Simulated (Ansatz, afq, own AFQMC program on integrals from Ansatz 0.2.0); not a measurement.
## BSiH₃, triplet in cc-pVDZ, levels against CCSDT(Q)

```yaml
atoms:
  - { symbol: Si, position_ang: [0.0091, 0.0000, 0.6016] }
  - { symbol: B, position_ang: [0.0825, 0.0000, -1.2150] }
  - { symbol: H, position_ang: [-0.6559, -0.9412, -0.6669] }
  - { symbol: H, position_ang: [-0.6559, 0.9412, -0.6669] }
  - { symbol: H, position_ang: [0.1724, 0.0000, -2.3958] }
```

Connectivity, by distances: Si–BH, 2 bridging H.

Basis cc-pVDZ. Noble-gas cores (and the filled d shells of Ga–Kr and In–Xe) are frozen. AFQMC by an in-house program on the Cholesky factors that Ansatz 0.2.0 writes for its CCSD(T) run. ph-AFQMC/CISD is guided by a CISD state made of CCSD amplitudes; releasing the constraint for a short imaginary time cuts its bias at the price of noise, slowly where states lie close. Error bars are statistical, one sigma.

Determinant: UHF, the one that the program's search chose, which needn't be the lowest solution. The geometry is a PBE0/def2-TZVP stationary point of this or a neighbouring charge and spin state.

No full CI on the walks' own integrals is used here; CCSDT(Q) serves as the reference and is uncertain by about the last step of the cluster series.

Cautions: another spin lies lower (by 3.23 eV); unrestricted determinant slightly spin contaminated (⟨S²⟩ 2.08 against 2.00).

The T1 diagnostic is 0.0313 and the weight of the determinant in the CISD state is 0.862. The ⟨S²⟩ of the determinant is 2.081. The size of the correlated space is 10 electrons in 41 orbitals.

```json
{"level": "MP2", "correlation energy (eV)": "-4.5268"}
{"level": "CCSD", "correlation energy (eV)": "-5.5854"}
{"level": "CCSD(T)", "correlation energy (eV)": "-5.7814"}
```

Question: Estimate where phaseless AFQMC with the Hartree–Fock trial lies against CCSD(T) on the same integrals.

Answer: 0.98 ± 1.30 kcal/mol above CCSD(T). The gap is under twice the noise, so this walk alone can't tell the two apart.

Reference: CCSDT(Q), correlation energy -5.831 eV. The released energy is read at 2.40 1/Eh (meV from the phaseless value at times in 1/Eh: -9 ± 10 at 0.24, -10 ± 11 at 0.51, -15 ± 10 at 0.99, -20 ± 12 at 1.62, -23 ± 15 at 2.40).

| level | E − E(reference) (kcal/mol) | share of correlation (%) |
| --- | --- | --- |
| CCSD(T) | 1.15 | 99.14 |
| CCSDT | 0.24 | 99.82 |
| ph-AFQMC/HF | 2.13 ± 1.30 | 98.41 |
| ph-AFQMC/CISD | 0.37 ± 0.23 | 99.73 |
| released AFQMC | -0.16 ± 0.34 | 100.12 |

A walk keeps the symmetry of its determinant, which the program's search chose and which needn't be the lowest solution, so a lower state of the same spin and another symmetry isn't excluded. Released energies are given only where the last usable release times agree within the noise; a slower fall can still hide under it.
